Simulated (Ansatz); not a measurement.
Process, species as SMILES: SC (CH3-SH) → C atom + 4 H atom + S atom
B3LYP-D3(BJ)/def2-TZVP geometries, fixed; electronic energies without zero-point terms.
Largest species:
```
C
H 1 1.0879
H 1 1.0879 2 110.33
H 1 1.0886 2 108.79 3 -119.26
S 1 1.8231 2 111.32 4 -116.63
H 5 1.3429 1 97.06 2 -61.78
```
Charge 0, spin multiplicity 1.

Effect of a fitting basis named in the input at HF/def2-TZVPP with Ansatz (an electronic-structure program), against the last row, where the atomisation energy is 350.48 kcal/mol. Open shells are unrestricted. The default fits or decomposes integrals by the program's own choice; accuracy: high also tightens integrals, grids and stops.

| setting | largest shift of a total energy (mEh) | shift of the atomisation energy (kcal/mol) |
|---|---|---|
| fitting: def2-SV(P)-JKFIT | 0.038 | -0.036 |
| fitting: def2-universal-JKFIT | 0.038 | -0.036 |
| fitting: cc-pVTZ-JKFIT | 0.054 | -0.028 |
| fitting: cc-pVQZ-JKFIT | 0.039 | -0.021 |
| fitting: cc-pV5Z-JKFIT | 0.035 | -0.019 |
| accuracy: high | -0.003 | 0.000 |
| accuracy: medium (default) | 0.000 | 0.000 |

Within 0.02 kcal/mol in the atomisation energy: fitting: cc-pV5Z-JKFIT; accuracy: high. The largest shift is 0.054 mEh in a total energy and 0.036 kcal/mol in the difference.
